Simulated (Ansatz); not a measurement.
## Body-centred tetragonal In

These are revPBE (plane waves, PAW; Ansatz, a quantum-chemistry and plane-wave program) values and carry that method's errors.

Settings: plane-wave cutoff 520 eV, 24×24×24 k mesh, Fermi–Dirac smearing 0.05 eV, scalar-relativistic PAW data made under PBE.

Cell: relaxed at this level.

```json
{
  "equilibrium_volume_per_atom": "28.39 Å³/atom",
  "bulk_modulus": "31.5 GPa",
  "equilibrium_lattice_constant_a": "3.342 Å",
  "c axis length": "5.083 Å",
  "band_gap": "zero (no gap)",
  "pressure derivative B′ of the bulk modulus": "5.4"
}
```

Measured, for comparison: bulk modulus 44.7 GPa (copied from a table, unchecked, extrapolated to 0 K and zero-point effects removed; as tabulated in Lejaeghere et al. (2013), arXiv:1204.2733); lattice constant a 3.252 Å, lattice parameter c 4.947 Å (293 K, not corrected to a static lattice; as tabulated in Wikipedia's data pages). Computed (rounded) less measured: bulk modulus not scored (unchecked), lattice constant a +2.8 %, lattice parameter c +2.7 %.

Note: the bulk modulus comes from volumes at which shape and atoms were relaxed.

Spin–orbit coupling is not included.

The computed numbers hold no vibrational or temperature effects.
